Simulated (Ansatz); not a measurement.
Zinc-blende MgS (metastable phase), treated with r²SCAN (Ansatz, a program for electronic structure, PAW).

Run with plane-wave cutoff 560 eV, 10×10×10 k mesh, Fermi–Dirac smearing 0.01 eV, scalar-relativistic PAW data made under PBE.

On both sides of the equilibrium volume: at 22.233 Å³/atom the pressure is 1.27 GPa and the direct gap at Γ 4.250 eV; at 23.141 Å³/atom they are -1.14 GPa and 4.037 eV. The fitted bulk modulus is 59.9 GPa.

Task: Work out the volume deformation potential of this gap and its pressure coefficient, in two ways.

Result: a_V = dE_g/d ln V = (4.037 − 4.250)/ln(23.141/22.233) = -5.32 eV. Since dP = −B d ln V, dE_g/dP = −a_V/B = 89 meV/GPa. Straight from the pressures: (4.250 − 4.037)/(1.27 − (-1.14)) = 88 meV/GPa. At this level and over this range the gap at Γ widens under pressure.
